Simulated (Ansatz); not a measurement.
## How methods differ on SiH (SMILES [SiH])

SiH has 2 atoms, charge 0, and is taken as a doublet. SMILES: `[SiH]`. The coordinates come from a PBE0-D4/def2-TZVP relaxation.

```tsv
atom	x (Å)	y (Å)	z (Å)
Si	0.0000	0.0000	-0.0076
H	0.0000	0.0000	1.5241
```

Quantity: the energy change with the Si1–H2 bond stretched from 1.532 to 2.275 Å, in eV. The values are calculated.

```tsv
level	kind	program	value (eV)
USVWN5/6-311G**	LDA	Ansatz	1.43
U-revPBE/6-311G**	GGA	Ansatz	?
UBLYP/6-311G**	GGA	Ansatz	?
UPBE/6-311G**	GGA	Ansatz	1.43
UBHLYP/6-311G**	global hybrid	Ansatz	1.73
UPBE0/6-311G**	global hybrid	Ansatz	1.61
U-wB97M-V/6-311G**	range-separated hybrid	Ansatz	1.66
FCI/3-21G	exact in the basis	Ansatz	1.11
FCI/6-311G**	exact in the basis	Ansatz	1.55
```

Task: Estimate what the levels marked ? give.

Result: As computed at these levels: U-revPBE/6-311G**: 1.42 eV; UBLYP/6-311G**: 1.40 eV. The first shape isn't each level's own minimum. The values span 1.11 to 1.73 eV. High-level rows in very small sets aren't better than simpler rows in larger ones.
